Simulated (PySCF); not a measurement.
CN, SMILES N#[C] (connectivity only; charge and spin as stated), charge -1, multiplicity 1. Atoms are numbered in the order given.

```xyz
2

C      0.0000     0.0000    -0.6300
N      0.0000     0.0000     0.5400
```
Charge -1, spin multiplicity 1.

The structure is a stationary point at B3LYP-D3(BJ)/def2-TZVPD.

Two levels are set side by side: PBE/pcSseg-2 (PySCF) and HF/pcSseg-2 (PySCF). GIAO shifts against NH3 (¹⁵N), TMS (¹³C) at the same level; non-relativistic, no solvent, atoms listed together averaged. Differences are taken from unrounded values.

```
quantity              PBE
------------------  -----
δ(¹³C) of C1 (ppm)  165.1
δ(¹⁵N) of N2 (ppm)  305.8
```

Problem. These are the PBE values. What does HF give? (The exact figures need the calculation; the answer reports its results.)

Solution. 
```json
[
 {"quantity": "δ(¹³C) of C1 (ppm)", "HF": "183.4", "PBE minus HF": "-18.3"},
 {"quantity": "δ(¹⁵N) of N2 (ppm)", "HF": "319.9", "PBE minus HF": "-14.1"}
]
```

Rough cost on one machine, each run with all the roots and properties that it gave: HF against PBE within a factor of 2.
